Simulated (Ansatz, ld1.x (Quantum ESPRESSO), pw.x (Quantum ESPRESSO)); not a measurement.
Cr (Z = 24): one change to the TM potential, in the atom and in the bcc crystal

ld1.x (Quantum ESPRESSO) 7.5 input, shortened:

```
&input
   title='Cr', zed=24., rel=1, dft='PBE', iswitch=3,
   config='[Ar] 3d5 4s1 4p0'
 /
 &inputp
   pseudotype=2, tm=.true., lloc=-1, rcloc=2.50,
   nlcc=.false.
 /
3
4S  1  0   1.00   0.00  2.55  2.55  0.0
4P  2  1   0.00   0.00  2.95  2.95  0.0
3D  3  2   5.00   0.00  1.90  1.90  0.0
 &test
   configts(1)='3d5 4s1 4p0'
 /
```

Change: all radii scaled by about 0.83 (s 2.12, p 2.46, d 1.58 bohr); local potential all-electron potential smoothed inside 2.08 bohr (lloc = -1).

Cutoffs, loose and tight: the cutoffs (Ry, on a coarse ladder) from which the occupation-weighted sum of valence levels, in a spherical-Bessel basis at the reference potential, stays within 10 and 1 mRy of its value at 400 Ry. They do not see the model core or the augmentation charge, which bear on the density cutoff. Test errors are all-electron minus pseudo excitation energies from the reference, over the configurations 3d5 4s0 4p0; 3d4 4s0 4p0; 3d3 4s0 4p0; 3d4 4s2 4p0; 3d4 4s1 4p0; 3d4 4s1 4p1; 3d6 4s0 4p0; variants that change the core or the reference have their own tests.

Crystal test: bcc Cr in pw.x 7.5, no spin, 16³ k-points, Fermi–Dirac smearing 0.01 Ry, cutoffs set for each file from its atomic test. The reference is all-electron LAPW (Ansatz 0.2.0) with the same functional, mesh and smearing; V0 and B0 come from Birch–Murnaghan fits to the pressures at five volumes. Errors are pseudo minus all-electron; Δ is the rms difference of the E(V) curves that follow from these fits, minima aligned, over ±6 % about the mean V0. Mesh and smearing are coarse, so the numbers serve the comparison and aren't converged zero-temperature values; the lattice is a test structure that the element need not adopt. Spin polarisation and strong correlation are left out, which matters for this element.

All-electron: a0 = 2.849 Å (V0 = 11.56 Å³/atom), B0 = 256.7 GPa.

Task: Does the change bring the crystal closer to the all-electron result?

Result: The mean pressure error goes from +7.41 to +5.26 GPa, so the change moves the solid closer to the all-electron pressures. The B0 error goes the other way, from -14.7 to -21.8 %.

| quantity | base | changed |
| --- | --- | --- |
| outcome (atom) | generated | generated |
| cutoff, loose (atom) | 70 Ry | 90 Ry |
| cutoff, tight (atom) | 80 Ry | 110 Ry |
| bound ghosts (atom) | none | none |
| largest test error (meV) (atom) | -193 | +83 over the solved tests; 1 of 7 tests not solved or not reliable |
| cutoffs in pw.x (Ry) | 100/400 | 135/540 |
| a0 (Å) | 2.879 | 2.872 |
| a0 error (%) | +1.06 | +0.82 |
| B0 error (%) | -14.7 | -21.8 |
| Δ (meV/atom) | 19.1 | 14.4 |
| mean pressure error (GPa) | +7.41 | +5.26 |

Base: The largest radius (2.95 bohr) exceeds half the bond length (2.33 bohr), so the spheres overlap, which is one possible source of error among others. This is a poor potential for the solid. Changed file: The largest radius (2.46 bohr) exceeds half the bond length (2.33 bohr), so the spheres overlap, which is one possible source of error among others. This is a poor potential for the solid. Atomic configuration tests: 1 of 7 tests not solved or not reliable. The logarithmic derivative shows an extra or strongly shifted pseudo pole above the reference energy (p near 1.73 Ry). The atomic cutoffs weigh occupied waves only.
